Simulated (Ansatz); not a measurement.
We consider rock-salt BaO, described by G0W0@HSE06 (hard PAW, contour deformation; Ansatz, a first-principles code).

The cell has the measured lattice parameters. Conventional cell: a = 5.5400 Å, b = 5.5400 Å, c = 5.5400 Å, α = 90.00°, β = 90.00°, γ = 90.00°.

The quasiparticle gap at Γ at a fixed k mesh 4×4×4:

```csv
response cutoff,value (eV)
"150 eV, 326 empty bands",5.936
"200 eV, 502 empty bands",6.027
"250 eV, 701 empty bands",6.080
"300 eV, 921 empty bands",6.112
```

Q: Taking the value to converge with the response cutoff E as E^(−3/2), extrapolate from the last two rows.

A: With y = y∞ + c/w and weights w = 3953 and 5196 for the last two rows, y∞ = (w2 y2 − w1 y1)/(w2 − w1) = (5196 × 6.112 − 3953 × 6.080)/1243 = 6.214 eV, which lies 0.102 beyond the last row. Successive pairs of rows give 6.196, 6.213, 6.214. The limit also hangs on the law assumed, so its last digits aren't firm.

The other settings are not extrapolated, so this is the limit in one setting alone.

At the last cutoff the smallest gap on this mesh is 4.10 eV, with an edge away from Γ.

Spin–orbit coupling is not included.

Note: GW on a hybrid start was not checked against another program.
